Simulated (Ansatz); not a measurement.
## TiSb (P6_3/mmc)

Computed with DFT r2SCAN, scalar-relativistic, plane waves, PAW (Ansatz).

Plane waves to 500 eV, a k mesh through Γ of 12×12×8 on the computed 4-atom cell and Gaussian smearing (0.10 eV); no spin polarisation.

The structure is relaxed at this level of theory with its symmetry kept. Whether it is the stable form of this composition wasn't checked.

```
Ti Sb
1.0
     4.05378    0.00000    0.00000
    -2.02689    3.51068    0.00000
     0.00000    0.00000    6.18973
Ti Sb
2 2
Direct
  0.00000 0.00000 0.00000
  0.00000 0.00000 0.50000
  0.33333 0.66667 0.25000
  0.66667 0.33333 0.75000
```

Task: Formation energy from the elements' standard states (uncorrected)?

Result: -0.576 eV/atom.

Task: Density of states at the Fermi level?

Result: 3.28 states/eV per cell.

Task: Löwdin character within 0.5 eV of the Fermi level?

Result: Ti 3d 93 %.

Task: Bulk modulus?

Result: 96 GPa.

Task: Its pressure derivative?

Result: 4.2.

Task: Bader charges (e)?

Result: Ti (2 in the cell) 1.25, Sb (2 in the cell) -1.25.

Spin-orbit coupling is left out, which matters for the bands of heavy elements.

Cost: 9 runs of about 15 core-minutes in all, on Arm Neoverse V2 (shared hosts).